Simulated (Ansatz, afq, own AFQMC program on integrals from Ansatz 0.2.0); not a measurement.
**Atomization energy of GaCN, singlet**

```xyz
3

C     0.0000    0.0000   -1.4325
N     0.0000    0.0000   -0.2572
Ga    0.0000    0.0000    1.6896
```

Connectivity, by distances: C–N–Ga.

Atoms in their ground-state spins without spin–orbit coupling (mostly on UHF) minus the molecule (RHF), without zero-point energy. The geometry is a stationary point, not shown to be a minimum.

Basis cc-pVDZ. Only valence electrons are correlated. Ansatz 0.2.0 and our own AFQMC program on the same integrals; the CISD trial comes from CCSD amplitudes, and released means the phaseless constraint is let go. ± is one standard error of the sampling. No spin–orbit coupling. The errors of all members are added in quadrature.

No full CI on the walks' own integrals is used here; CCSDT(Q) serves as the reference and is uncertain by about the last step of the cluster series. Each member takes its own surest rung, up to full CI.

The best estimate is CCSD(T) at the basis-set limit (CBS: def2-TZVPP and def2-QZVPP, with their diffuse functions for anions and beside diffuse sets, CCSD(T) itself extrapolated) plus the step from CCSD(T) to CCSDT(Q) in cc-pVDZ. Rows without CBS are in cc-pVDZ; B2PLYP and the wave-function rows carry a basis error of their own. Core correlation and relativity beyond core potentials are missing, and ± holds the sampling alone.

Cautions: inner d shell frozen; no relativity below Rb; no spin-orbit coupling; other spins of the molecule weren't checked.

```tsv
level	atomization energy (kcal/mol)
HF	175.1
MP2	269.7
CCSD	249.9
```

Problem. From these cheaper values, estimate the atomization energy at the level of the best estimate.

Solution. 289.2 kcal/mol (best estimate, highest rung CCSDT(Q)).

```json
{"level": "CCSD(T)", "atomization energy (kcal/mol)": "257.2", "error against the best estimate (kcal/mol)": "-32.1"}
{"level": "ph-AFQMC/CISD", "atomization energy (kcal/mol)": "257.6 ± 0.6", "error against the best estimate (kcal/mol)": "-31.7 ± 0.6"}
{"level": "released AFQMC", "atomization energy (kcal/mol)": "257.7 ± 0.9", "error against the best estimate (kcal/mol)": "-31.5 ± 0.9"}
{"level": "HF/CBS", "atomization energy (kcal/mol)": "183.5", "error against the best estimate (kcal/mol)": "-105.7"}
{"level": "MP2/CBS", "atomization energy (kcal/mol)": "301.4", "error against the best estimate (kcal/mol)": "12.2"}
{"level": "CCSD(T)/CBS", "atomization energy (kcal/mol)": "288.6", "error against the best estimate (kcal/mol)": "-0.6"}
{"level": "surest rungs in cc-pVDZ", "atomization energy (kcal/mol)": "257.8", "error against the best estimate (kcal/mol)": "-31.5"}
```

Correlation beyond CCSD(T) adds 0.6 kcal/mol. Going to the basis-set limit adds 31.5 kcal/mol at CCSD(T). The perturbative (T) step is worth +7.3 kcal/mol.

Best estimates are given only where the step beyond CCSD(T) is under 0.3 eV and no member's determinant is very poor (T1 over 0.05, or 0.07 for open shells, ⟨S²⟩ too high by 0.3, two states mixed), so the hardest cases are missing from such tables.

Each member of a difference takes its own highest rung, so a best estimate needn't equal the limit plus the step of one row. A walk keeps the symmetry of its determinant, which the program's search chose and which needn't be the lowest solution, so a lower state of the same spin and another symmetry isn't excluded. Released energies are given only where the last usable release times agree within the noise; a slower fall can still hide under it.
